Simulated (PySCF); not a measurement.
## SOF4: from structure and modes to constants

All numbers come from PBE0 in PySCF with S def2-SVP, O def2-SVP, F def2-SVP; no relativity; density-fitted integrals.

The singlet minimum has C2v symmetry. Masses (u): S 31.97207, O 15.99492, F 18.99840.

```xyz
6
charge 0 multiplicity 1, angstrom
S     0.0000    0.0000    0.1555
O     0.0000    0.0000    1.5856
F     1.2978    0.0000   -0.7446
F     0.0000    1.5995   -0.0537
F    -1.2978    0.0000   -0.7446
F     0.0000   -1.5995   -0.0537
```

Harmonic wavenumbers (cm⁻¹): 180.3 (a1, ×1), 243.2 (b2, ×1), 530.3 (a2, ×1), 538.3 (b1, ×1), 538.4 (b2, ×1), 548.7 (a1, ×1), 619.0 (b1, ×1), 630.9 (a1, ×1), 797.4 (a1, ×1), 924.5 (b1, ×1), 929.4 (b2, ×1), 1390.6 (a1, ×1).

Find the principal moments of inertia and the rotational constants. What kind of rotor is it?

About the centre of mass I = 126.16, 159.37, 161.21 u Å². With B = 16.8576/I this gives 0.1336, 0.1058, 0.1046 cm⁻¹. The molecule is an asymmetric top with κ = -0.92.

Find the vibrational entropy and heat capacity at 298.15 K.

With u = 1.43878 ω/T, each mode gives S = R[u/(eᵘ−1) − ln(1−e⁻ᵘ)] and C = R u² eᵘ/(eᵘ−1)².
| ω (cm⁻¹) | u | S (J/(mol K)) | C (J/(mol K)) |
| --- | --- | --- | --- |
| 180.3 | 0.870 | 9.73 | 7.81 |
| 243.2 | 1.174 | 7.44 | 7.42 |
| 530.3 | 2.559 | 2.45 | 4.95 |
| 538.3 | 2.598 | 2.38 | 4.88 |
| 538.4 | 2.598 | 2.38 | 4.87 |
| 548.7 | 2.648 | 2.29 | 4.78 |
| 619.0 | 2.987 | 1.75 | 4.15 |
| 630.9 | 3.044 | 1.67 | 4.05 |
| 797.4 | 3.848 | 0.88 | 2.74 |
| 924.5 | 4.462 | 0.53 | 1.96 |
| 929.4 | 4.485 | 0.52 | 1.93 |
| 1390.6 | 6.710 | 0.08 | 0.46 |
The sums over all modes are S = 32.1 and C = 50.0 J/(mol K); the softest mode gives 30 % of the entropy.

Give the standard entropy (298.15 K, 1 bar) by its translational, rotational, vibrational and spin parts, and Cp.

Sackur–Tetrode with M = 123.96 u gives 169.0; rotation with symmetry number 2 gives 105.1; vibration 32.1; spin R ln 1 = 0.0. The total is 306.2 J/(mol K), and Cp = 4 R + 50.0 = 83.2 J/(mol K).

This need not be the most stable arrangement of these atoms.
